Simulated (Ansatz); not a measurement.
Reaction (SMILES): [C-]#[NH+] (C-NH) → C atom + H atom + N atom
B3LYP-D3(BJ)/def2-TZVP geometries, fixed; electronic energies without zero-point terms.

The atomisation energy at CCSD(T) with Ansatz (a quantum-chemistry and plane-wave program), in kcal/mol, split into its Hartree-Fock and correlation parts. Cores are frozen. Open shells are unrestricted. No added dispersion term, no relativity. Functions are those of the species that has most.

```tsv
basis	X	functions	Hartree-Fock	CCSD(T)
aug-cc-pVDZ	2	55	182.88	268.99
aug-cc-pVTZ	3	115	188.93	287.82
aug-cc-pVQZ	4	206	189.75	293.31
```

Worked estimate of the basis-set limit from each neighbouring pair, with Hartree-Fock from the larger set and the correlation part extrapolated as X^-3.
Correlation parts: X = 2: 86.11, X = 3: 98.89, X = 4: 103.56.
- (2,3): (27·(98.89) - 8·(86.11))/19 = 104.27; with Hartree-Fock 188.93 the estimate is 293.20 kcal/mol.
- (3,4): (64·(103.56) - 27·(98.89))/37 = 106.97; with Hartree-Fock 189.75 the estimate is 296.72 kcal/mol.
The last two estimates differ by 3.52 kcal/mol; the largest set lies 3.41 from the last. Over the last step Hartree-Fock moves by 0.82 and the correlation part by 4.67.
